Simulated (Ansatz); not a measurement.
Species: P$_{2}$, net charge -1, doublet state. 
Geometry from a B3LYP-D3(BJ)/def2-TZVP (Ansatz, a program for electronic structure) optimisation:
```xyz
2

P      0.0000     0.0000    -0.9912
P      0.0000     0.0000     0.9912
```
Charge -1, spin multiplicity 2.

Parts of the frozen-core correlation energy in def2-QZVPP (Ansatz, hartree). Frozen orbitals: 10; correlated occupied orbitals by spin: 6 and 5; virtual: 124 and 125. Open shells are spin-unrestricted. Spin-orbit coupling is left out. Non-relativistic.

| term | value |
|---|---|
| reference (HF) | -681.51001 |
| MP2 opposite-spin | -0.21417 |
| MP2 same-spin | -0.06852 |
| CCSD correlation | -0.31716 |
| (T) | -0.02376 |
| T1 diagnostic | 0.075 |
| largest doubles amplitude | 0.123 |
| <S^2> of the reference | 1.190 |
